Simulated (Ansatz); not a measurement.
SiMe2H2 (C2H8Si). The state is a singlet with charge 0. Geometry PBE0-D4/def2-TZVP; atoms count from 1.

```xyz
11

C    -1.4377    0.6413   -0.1731
C     1.0568   -1.0774    0.4801
Si    0.4203    0.4812   -0.3388
H    -1.7945    1.5573   -0.6493
H    -1.7355    0.6705    0.8781
H    -1.9464   -0.2033   -0.6448
H     2.1407   -1.1600    0.3728
H     0.6056   -1.9666    0.0327
H     0.8232   -1.0812    1.5479
H     1.0775    1.6691    0.2779
H     0.7899    0.4691   -1.7833
```

(1) Estimate the Mulliken populations from the PBE0/def2-TZVP orbitals of Ansatz.

(2) And the Mayer bond orders between heavy atoms (over 0.3)?

Results:

(1) 
```tsv
atom	charge (e)
C1	-0.50
C2	-0.50
Si3	0.25
H4	0.14
H5	0.14
H6	0.14
H7	0.14
H8	0.14
H9	0.14
H10	-0.04
H11	-0.04
```
Mulliken values depend strongly on the basis.

(2) C1–Si3 1.01 (1.87 Å); C2–Si3 1.01 (1.87 Å).
